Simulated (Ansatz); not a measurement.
**C₂H₅Cl: small, medium and large basis sets**

An exercise on one series of results from a longer session: the logs are not shown, and one member is left open.

Program: Ansatz 0.2.0, Gaussian basis. Level of theory: one geometry, several basis sets. These are calculated values, not measurements.

Plan: PBE0-D4/def2-SVP; ωB97M-V/def2-SVP; PBE0-D4/def2-QZVPP; ωB97M-V/def2-QZVPP; the functionals' def2-TZVPP values are taken from earlier runs.

## The relaxed structure

An earlier PBE0-D4 in a triple-zeta def2 set relaxation fixed the geometry.

8 atoms, charge 0, spin multiplicity 1.

Atoms are counted from 1 here; the program's logs count them from 0.

Bond lengths: C1–C2 1.507 Å, C1–H4 1.094 Å, C1–H5 1.091 Å, C1–H6 1.091 Å, C2–Cl3 1.788 Å, C2–H7 1.089 Å, C2–H8 1.089 Å. Angles: C2–C1–H4 109.6°, C2–C1–H5 111.0°, C2–C1–H6 111.0°, H4–C1–H5 108.4°, H4–C1–H6 108.4°, H5–C1–H6 108.4°, C1–C2–Cl3 111.4°, C1–C2–H7 111.9°, C1–C2–H8 111.9°, Cl3–C2–H7 106.3°, Cl3–C2–H8 106.3°, H7–C2–H8 108.7°.

Set-up of the first run:

Contents of in.yaml:

```yaml
crystal:
  periodic: [false, false, false]
  atoms:
    - {symbol: C, position_ang: [-0.431478, 0.578610, -0.317950]}
    - {symbol: C, position_ang: [0.288511, -0.626410, 0.230130]}
    - {symbol: Cl, position_ang: [1.878187, -0.181505, 0.916621]}
    - {symbol: H, position_ang: [-1.397849, 0.272852, -0.729309]}
    - {symbol: H, position_ang: [0.146661, 1.051763, -1.112986]}
    - {symbol: H, position_ang: [-0.609027, 1.317766, 0.464562]}
    - {symbol: H, position_ang: [0.486738, -1.368138, -0.542815]}
    - {symbol: H, position_ang: [-0.269544, -1.101942, 1.035948]}
basis:
  gaussian: {orbitals: def2-SVP}
hamiltonian: {xc: pbe0, dispersion: d4}
output: {orbitals: {seedname: orbitals}}
```

On the command line:

```
$ ansatz run in.yaml --threads 2 --pin off --events-out ev --progress --plain --max-ram 4352MiB
```

Among the steps run: PBE0-D4 in def2-SVP; ωB97M-V in def2-SVP; PBE0-D4 in def2-QZVPP; ωB97M-V in def2-QZVPP.

One table of the session follows, with a row left open; its other results are not shown here.

It belongs to the step «Functionals by basis». 

```
functional       basis  HOMO (eV)  LUMO (eV)
   PBE0-D4    def2-SVP      -8.09       1.46
   PBE0-D4  def2-TZVPP          ?          ?
   PBE0-D4  def2-QZVPP      -8.35       0.50
   ωB97M-V    def2-SVP     -10.38       3.37
   ωB97M-V  def2-TZVPP     -10.62       2.60
   ωB97M-V  def2-QZVPP     -10.68       1.82
```

Q: Estimate the row for PBE0-D4, def2-TZVPP from the others.

The run gave: HOMO (eV): -8.30; LUMO (eV): 0.90. In the column «HOMO (eV)» it lies between PBE0-D4, def2-QZVPP (-8.35) and PBE0-D4, def2-SVP (-8.09).
